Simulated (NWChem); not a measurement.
# CH5BO (SMILES CBO) at M06-2X/def2-TZVP

What is the vertical ionisation energy of CH5BO at M06-2X/def2-TZVP? 

The calculation is run with NWChem 7.3.0.

**1. The system as given**

CH5BO has 8 atoms, charge 0, and is taken as a singlet. As SMILES, `CBO`. Geometry: relaxed at PBE0-D4/def2-TZVP. This is one conformer, not always the lowest.

Bond lengths: C1–B2 1.559 Å, B2–O3 1.357 Å, C1–H4 1.092 Å, C1–H5 1.096 Å, C1–H6 1.096 Å, B2–H7 1.207 Å, O3–H8 0.960 Å. Angles: C1–B2–O3 119.4°, C1–B2–H7 121.8°, O3–B2–H7 118.7°, B2–C1–H4 113.4°, B2–C1–H5 110.2°, B2–C1–H6 110.2°, B2–O3–H8 113.1°, H4–C1–H5 108.7°, H4–C1–H6 108.7°, H5–C1–H6 105.3°.

**2. A single-point energy at M06-2X/def2-TZVP**

Input file mol.nw:

```
start mol
title "CH5BO"
memory total 2200 mb
geometry units angstroms noautosym nocenter noautoz
  C     -0.618600     0.710300    -0.324600
  B      0.508800    -0.240100     0.180200
  O      0.240700    -1.558300     0.355600
  H     -1.568300     0.201200    -0.499400
  H     -0.308500     1.205100    -1.251900
  H     -0.780500     1.520100     0.395700
  H      1.620500     0.163100     0.420800
  H      0.998200    -2.058400     0.667700
end
basis "ao basis" spherical bse
  * library def2-TZVP
end
dft
  xc m06-2x
  grid fine
  convergence energy 1e-08
  iterations 100
  mulliken
  noprint "final vectors analysis"
end
task dft energy
```

Launch:

```bash
$ nwchem mol.nw > mol.out
```

What it wrote:

```text
[...]
          Wavefunction type:  closed shell.
          No. of atoms     :     8
          No. of electrons :    24
[...]
          Charge           :     0
          Spin multiplicity:     1
[...]
          AO basis - number of functions:   123
[...]
              XC Information
              --------------
                       M06-2X Method XC Functional
                     Hartree-Fock (Exact) Exchange  0.540
                        M06-2X Exchange Functional  1.000
                      M06-2X Correlation Potential  1.000
[...]
 d= 0,ls=0.0,diis     1   -141.1775115094 -2.08D+02  4.82D-03  4.82D-01     3.4
[...]
 d= 0,ls=0.0,diis     8   -141.2334454656 -4.05D-09  6.81D-07  5.46D-08    23.0
         Total DFT energy =     -141.233445465597
      One electron energy =     -322.796340216646
           Coulomb energy =      134.895554797435
    Exchange-Corr. energy =      -19.925265742238
 Nuclear repulsion energy =       66.592605695852
[...]
      Total Density - Mulliken Population Analysis
     ---------------------------------------------
    Atom       Charge   Shell Charges
 -----------   ------   -------------------------------------------------------
    1 C    6     6.47   0.85  1.12  0.50  0.64  0.14  1.35  1.37  0.47  0.01  0.02  0.00
    2 B    5     4.86   0.91  1.06  0.51  0.46  0.05  0.97  0.63  0.04  0.07  0.13  0.02
    3 O    8     8.41   0.79  1.18  0.59  0.87  0.31  1.90  1.92  0.83  0.00  0.02  0.00
    4 H    1     0.86   0.27  0.45  0.11  0.02
    5 H    1     0.86   0.27  0.45  0.12  0.02
    6 H    1     0.86   0.27  0.45  0.12  0.02
    7 H    1     1.02   0.27  0.50  0.25  0.01
    8 H    1     0.67   0.26  0.33  0.03  0.05
[...]
```

It took 24 s on 1 thread of AMD EPYC 7R13 (Zen 3), shared host; peak memory 0.12 GiB.

**3. The doublet cation at the same level**

Input file a.nw:

```
start a
title "CH5BO"
memory 2200 mb
charge 1

geometry units angstroms noautosym nocenter noautoz
  C     -0.618600     0.710300    -0.324600
  B      0.508800    -0.240100     0.180200
  O      0.240700    -1.558300     0.355600
  H     -1.568300     0.201200    -0.499400
  H     -0.308500     1.205100    -1.251900
  H     -0.780500     1.520100     0.395700
  H      1.620500     0.163100     0.420800
  H      0.998200    -2.058400     0.667700
end

basis spherical bse
  * library def2-TZVP
end

dft
  xc m06-2x
  mult 2
  grid fine
  convergence energy 1e-08
  maxiter 100
  mulliken
  print low
end

task dft energy
```

Launch:

```bash
$ nwchem a.nw > a.out
```

What it wrote:

```text
[...]
 d= 0,ls=0.0,diis     1   -140.5909176878 -2.07D+02  4.78D-03  5.75D-01     4.5
[...]
 d= 0,ls=0.0,diis    13   -140.8168786548 -7.07D-09  2.27D-07  4.53D-10    52.6
[...]
         Total DFT energy =     -140.816878654782
      One electron energy =     -316.029206884889
           Coulomb energy =      128.170542919158
    Exchange-Corr. energy =      -19.550820384904
 Nuclear repulsion energy =       66.592605695852
[...]
      Total Density - Mulliken Population Analysis
     ---------------------------------------------
    Atom       Charge   Shell Charges
 -----------   ------   -------------------------------------------------------
    1 C    6     6.36   0.85  1.12  0.52  0.68  0.12  1.32  1.35  0.36  0.01  0.01  0.00
    2 B    5     4.79   0.92  1.06  0.56  0.49  0.02  0.91  0.59  0.02  0.06  0.14  0.03
    3 O    8     8.21   0.79  1.18  0.59  0.89  0.28  1.89  1.90  0.66  0.00  0.02  0.00
    4 H    1     0.75   0.26  0.42  0.05  0.02
    5 H    1     0.77   0.26  0.43  0.06  0.02
    6 H    1     0.77   0.26  0.43  0.06  0.02
    7 H    1     0.76   0.23  0.43  0.09  0.01
    8 H    1     0.59   0.24  0.29  0.01  0.05
[...]
      <S2> =      0.7560 (Exact =     0.7500)
[...]
```

Run time: 54 s. Hardware: 1 thread of AMD EPYC 7R13 (Zen 3), shared host; peak memory 0.12 GiB.

**4. What came out**

Level: M06-2X/def2-TZVP.

| quantity | value |
| --- | --- |
| singlet CH5BO: total energy | -141.23345 Eh |
| singlet CH5BO: dipole moment | 1.13 D |
| doublet cation: total energy | -140.81688 Eh |
| doublet cation: ⟨S²⟩ | 0.756 |
| vertical ionisation energy (to the doublet cation) | 11.335 eV |

The vertical ionisation energy comes to 11.34 eV (261 kcal/mol). Mulliken charges (singlet CH5BO) run from -0.47 on C1 to +0.33 on H8; they depend strongly on the basis. Mulliken charges (doublet cation) run from -0.36 on C1 to +0.41 on H8; they depend strongly on the basis.
